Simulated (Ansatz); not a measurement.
Input for Ansatz (a first-principles code): U-PBE/def2-TZVPPD on H (SMILES [H]), 2S+1 = 2. Files ending in .json are basis or fitting sets from the Basis Set Exchange.

Ansatz 0.2 input:
```yaml
crystal:
  periodic: [false, false, false]
  atoms:
    - {symbol: H, position_ang: [0.00000000, 0.00000000, 0.00000000]}
basis:
  gaussian:
    orbitals: def2-TZVPPD.json
hamiltonian:
  xc: {name: PBE}
magnetization: {spin_polarized: true, initial_magnetization: 1}
```

The head of its log:

```
WARN ansatz: RAYON_NUM_THREADS=1 ignored (pool sized by the plan → 1); use --threads N
Functional definition: PBE
integrals: 0.00 GiB planned
59 factors; their error is unknown
mean field: 0.04 GiB planned
mean field evaluation 1: about -13.5909 eV, gradient 5.6e-1 eV
mean field evaluation 2: about -13.5954 eV, gradient 8.9e-2 eV
```

Task: Give the final energy of this run.

Result: -0.4996 hartree.
